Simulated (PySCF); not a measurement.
Stepwise substitution at one centre (B Cl-SH). All species are isolated molecules in the gas phase. One relaxed conformer stands for each flexible species; it need not be the lowest. Strings in code marks are SMILES.

Quantity: redistribution energy (mixed species minus the weighted end members), in eV.

Case: 2 of 3 Cl replaced by SH: `SB(S)Cl` (H–S–B–Cl torsion 180°, Cl–B–S–H torsion 0°). The other species in the difference include `B(Cl)(Cl)Cl` (neutral, multiplicity 1). Geometry of `SB(Cl)S` (neutral, multiplicity 1, Å):

```xyz
6

S     -1.8593     0.0445     0.0338
B     -0.0876     0.3690     0.0336
S      1.1103    -0.9694    -0.0996
Cl     0.4090     2.0573     0.1661
H     -1.7880    -1.2935    -0.0805
H      2.2157    -0.2079    -0.0534
```

Problem. What is the computed redistribution energy (mixed species minus the weighted end members) (B3LYP/3-21G // B3LYP-D3(BJ)/def2-TZVP (PySCF))?

Solution. -0.050 eV.
